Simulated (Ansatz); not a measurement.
# AlH4 (doublet): wave-function methods side by side, cc-pVTZ

Aim: climb from Hartree-Fock through coupled cluster for AlH4 (doublet) at one geometry and basis, and see what each rung misses.

Program: Ansatz 0.2.0, Gaussian basis. Level of theory: cc-pVTZ, core rule «outside noble gas», up to 5 orbitals frozen. These are calculated values, not measurements.

The runs, in order: UHF; CCSD(T) on ROHF; CCSD(T) on UHF; BCCD(T) on ROHF; CCSDT(Q) on ROHF; CCSDT(Q) on UHF.

10 further runs of the same task are left out: 6 for a known fault of the program, 4 set aside as unsound or not needed.

### Step 1. The system

The geometry is a PBE0/def2-TZVP stationary point (not a proven minimum).

5 atoms, charge 0, spin multiplicity 2.

Atoms are counted from 1 here; the program's logs count them from 0.

Bond lengths: Al1–H4 1.595 Å, Al1–H5 1.595 Å, H2–H3 0.766 Å. Angles: H4–Al1–H5 120.0°.

Geometry (Å):

```xyz
5
charge 0, multiplicity 2
Al   -0.0599    0.0001   -0.1328
H     0.4487    0.0018    1.9858
H    -0.3171   -0.0089    1.9564
H     0.7333    1.3833   -0.1888
H     0.7376   -1.3801   -0.1993
```

### Step 2. UHF

in.yaml

```yaml
crystal:
  periodic: [false, false, false]
  atoms:
    - {symbol: Al, position_ang: [-0.059867, 0.000147, -0.132768]}
    - {symbol: H, position_ang: [0.448722, 0.001802, 1.985772]}
    - {symbol: H, position_ang: [-0.317066, -0.008906, 1.956389]}
    - {symbol: H, position_ang: [0.733301, 1.383310, -0.188797]}
    - {symbol: H, position_ang: [0.737612, -1.380129, -0.199290]}
basis:
  gaussian: {orbitals: cc-pVTZ}
magnetization: {spin_polarized: true, initial_magnetization: 1}
hamiltonian: {xc: hf}
output: {orbitals: {seedname: orbitals}}
```

Launch:

```bash
$ ansatz run in.yaml --threads 1 --pin off --events-out ev --progress --plain --max-ram 2816MiB --backend cpu
```

Further steps of the session: CCSD(T) on ROHF; CCSD(T) on UHF; BCCD(T) on ROHF; CCSDT(Q) on ROHF; CCSDT(Q) on UHF.

**Question.** What will the summary of the whole plan be? Wanted: UCCSDT(Q) below the RHF energy; RMP2 from UCCSDT(Q); UMP2 from UCCSDT(Q); RCCSD from UCCSDT(Q); RCCSD(T) from UCCSDT(Q); UCCSD(T) from UCCSDT(Q); RCCSDT(Q) from UCCSDT(Q); T1 diagnostic.

The runs gave:

| quantity | value |
| --- | --- |
| UCCSDT(Q) below the RHF energy | -3.6683 eV |
| RMP2 from UCCSDT(Q) | +798.7 meV |
| UMP2 from UCCSDT(Q) | +794.4 meV |
| RCCSD from UCCSDT(Q) | +76.9 meV |
| RCCSD(T) from UCCSDT(Q) | +18.6 meV |
| UCCSD(T) from UCCSDT(Q) | +17.9 meV |
| RCCSDT(Q) from UCCSDT(Q) | +0.8 meV |
| levels within 1 kcal/mol (43 meV) | RCCSD(T), UCCSD(T), BCCD(T), RCCSDT, UCCSDT, RCCSDT(Q) |
| T1 diagnostic | 0.018 |

**Reading.** RCCSD(T) misses by +18.6 meV, 0.5 % of the correlation energy. These misses are within one basis, not against nature; the frozen cores of restricted and unrestricted runs differ, which can shift their rows.
